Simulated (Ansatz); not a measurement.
Mulliken charges of FO2 (`[O]OF`) radical from PBE/def2-TZVPP in Ansatz (PBE0-D4/def2-TZVP geometry).

```json
{"atom": "O1", "x (Å)": "0.933", "y (Å)": "-0.296", "z (Å)": "0.482", "charge (e)": "0.020"}
{"atom": "O2", "x (Å)": "0.133", "y (Å)": "0.498", "z (Å)": "0.128", "charge (e)": "0.195"}
{"atom": "F3", "x (Å)": "-1.067", "y (Å)": "-0.202", "z (Å)": "-0.610", "charge (e)": "-0.215"}
```

Q: By hand: the dipole of these point charges (1 e Å = 4.8032 D).

A: Σ q r = (0.274, 0.135, 0.166) e Å, of length 0.348 e Å = 1.67 D.

Q: How does the dipole of the full density compare? (An estimate is asked.)

A: Computed: (0.257, 0.115, 0.154) e Å, 1.54 D; the point charges give 1.08 times that, at 2° from its direction.

Point charges leave out the atoms' own dipoles, such as those of lone pairs, and Mulliken's split depends on the basis, so the close match here is no proof of good charges.
